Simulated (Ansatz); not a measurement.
`[NH2][MgH]` + CH₃SH → `C[S][MgH]` + NH₃ at 500 K and 1 bar (ligand exchange at a Mg–N bond).

Isolated molecules relaxed with PBE0-D4/def2-TZVP in Ansatz; ΔE leaves out vibrations. CCSD(T)/CBS is the MP2 limit (def2-TZVPP, def2-QZVPP) plus CCSD(T) − MP2 in def2-TZVPP, frozen cores. This one scheme is used for every species. For Mg outer-core shells are correlated without core-valence functions, which leaves a few kJ/mol of doubt a bond.

| species | CCSD(T)/CBS energy (Eh) | H − E (kJ/mol) | S (J/(mol·K)) |
| --- | --- | --- | --- |
| `[NH2][MgH]` | -256.40266 | 103.2 | 286.3 |
| CH₃SH | -438.22835 | 145.1 | 283.7 |
| `C[S][MgH]` | -638.14397 | 149.7 | 358.7 |
| NH₃ | -56.50880 | 108.2 | 211.8 |

H − E and S are ideal-gas, rigid-rotor, harmonic terms from PBE0-D4/def2-TZVP. 1 Eh = 2625.50 kJ/mol, R = 8.31446 J/(mol·K).

Q: By hand: ΔE, ΔH, ΔS and ΔG.

A: ΔE = (-638.14397) + (-56.50880) − (-256.40266) − (-438.22835) = -0.02176 Eh = -57.1 kJ/mol. Δ(H − E) = 149.7 + 108.2 − 103.2 − 145.1 = 9.6, so ΔH = -47.5 kJ/mol. ΔS = 358.7 + 211.8 − 286.3 − 283.7 = 0.5 J/(mol·K). ΔG = -47.5 − 500 × (0.5)/1000 = -47.8 kJ/mol.

Q: By hand: the equilibrium constant, and the temperature at which ΔG would vanish if ΔH and ΔS stayed fixed.

A: log₁₀ K = −ΔG/(RT ln 10) = 5.0. ΔH and −TΔS have one sign here, so there is no such temperature.

The number of gas molecules stays the same, so ΔS is small and ΔH decides. A doubt of 5 kJ/mol in ΔE shifts log₁₀ K by 0.5 here. These are equilibria of isolated gas molecules and say nothing of rates. Largest T1 diagnostic: 0.009 (customary marks: 0.02 for closed shells, 0.045 for open ones).

ΔS is within the doubt of such terms, so its sign, and with it that verdict, could turn.
